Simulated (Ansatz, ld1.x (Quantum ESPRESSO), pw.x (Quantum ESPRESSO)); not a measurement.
# What a changed setting does to a pw.x run (diamond Sb)

Potential: ultrasoft, ld1.x (Quantum ESPRESSO) 7.5, LDA (PW92); core [Kr] 4d10, reference 5s2 5p3; waves: 5s (bound): rcut 1.55, rcutus 1.90 bohr; 5s channel at 2.5 Ry: rcut 1.55, rcutus 1.90 bohr; 5p (bound): rcut 2.30, rcutus 2.75 bohr; 5p channel at 0.65 Ry: rcut 2.30, rcutus 2.75 bohr; 5d channel at -0.2 Ry: rcut 2.45, rcutus 2.80 bohr; 5d channel at 1.85 Ry: rcut 2.45, rcutus 2.80 bohr; local part: all-electron potential smoothed inside 2.00 bohr (lloc = -1); core correction: none; augmentation: PSQ, radius 1.75 bohr.

The reference run (k-mesh 8³, cutoffs 40/320 Ry, Fermi–Dirac 0.01 Ry, mixing_beta 0.4, conv_thr 1e-9, no spin) gives -0.18 GPa at 39.712 Å³/atom, where all-electron LAPW gives -0.04 GPa. This run, with its own iteration cap, changes smearing to mv.

```
&control
  calculation='scf', prefix='x', pseudo_dir='./', outdir='./tmp', tstress=.true., disk_io='none'
/
&system
  ibrav=0, nat=2, ntyp=1, ecutwfc=40, ecutrho=320, nbnd=12,
  occupations='smearing', smearing='mv', degauss=0.01
/
&electrons
  conv_thr=1e-09, mixing_beta=0.4, electron_maxstep=60
/
ATOMIC_SPECIES
Sb 1.0 Sb.UPF
CELL_PARAMETERS angstrom
  0.00000000 3.41172423 3.41172423
  3.41172423 0.00000000 3.41172423
  3.41172423 3.41172423 0.00000000
ATOMIC_POSITIONS crystal
Sb 0.0000 0.0000 0.0000
Sb 0.2500 0.2500 0.2500
K_POINTS automatic
8 8 8 0 0 0
```

```bash
pw.x < Sb.scf.in > Sb.scf.out
```

How does the run end?

It converges in 7 iterations; the free energy moves by +28.5 meV/atom and the pressure by +0.15 GPa. This scheme is built to cancel the term in the square of the width that Fermi–Dirac smearing leaves in the F of a metal.

```
Message from routine setup:
     using ibrav=0 with symmetry is DISCOURAGED, use correct ibrav instead
     lattice parameter (alat)  =       9.1178  a.u.
     unit-cell volume          =     535.9797 (a.u.)^3
     number of electrons       =        10.00
     number of Kohn-Sham states=           12
     kinetic-energy cutoff     =      40.0000  Ry
     charge density cutoff     =     320.0000  Ry
     scf convergence threshold =      1.0E-09
     Exchange-correlation= PW
     number of k points=    29  Marzari-Vanderbilt smearing, width (Ry)=  0.0100
     iteration #  1     ecut=    40.00 Ry     beta= 0.40
     total energy              =     -22.46223912 Ry
     estimated scf accuracy    <       0.01059339 Ry
     iteration #  2     ecut=    40.00 Ry     beta= 0.40
     total energy              =     -22.46168839 Ry
     estimated scf accuracy    <       0.00280582 Ry
     iteration #  3     ecut=    40.00 Ry     beta= 0.40
     total energy              =     -22.46185476 Ry
     estimated scf accuracy    <       0.00006956 Ry
     iteration #  4     ecut=    40.00 Ry     beta= 0.40
     total energy              =     -22.46186253 Ry
     estimated scf accuracy    <       0.00000161 Ry
     iteration #  5     ecut=    40.00 Ry     beta= 0.40
     total energy              =     -22.46186307 Ry
     estimated scf accuracy    <       0.00000012 Ry
     iteration #  6     ecut=    40.00 Ry     beta= 0.40
     total energy              =     -22.46186308 Ry
     estimated scf accuracy    <       0.00000004 Ry
     iteration #  7     ecut=    40.00 Ry     beta= 0.40
     the Fermi energy is     3.8379 ev
!    total energy              =     -22.46186308 Ry
     estimated scf accuracy    <          3.9E-10 Ry
     smearing contrib. (-TS)   =      -0.00091643 Ry
     The total energy is F=E-TS. E is the sum of the following terms:
     one-electron contribution =       1.71975306 Ry
     hartree contribution      =       2.20807914 Ry
     xc contribution           =      -5.50072802 Ry
     ewald contribution        =     -20.88805083 Ry
     convergence has been achieved in   7 iterations
          total   stress  (Ry/bohr**3)                   (kbar)     P=       -0.29
     Message from routine punch:
     Nothing written, as per user request (disk_io='none')
```

The run took about 14 s on one core of a shared host (Neoverse-V2, 32 threads, 247 GiB, load 22).
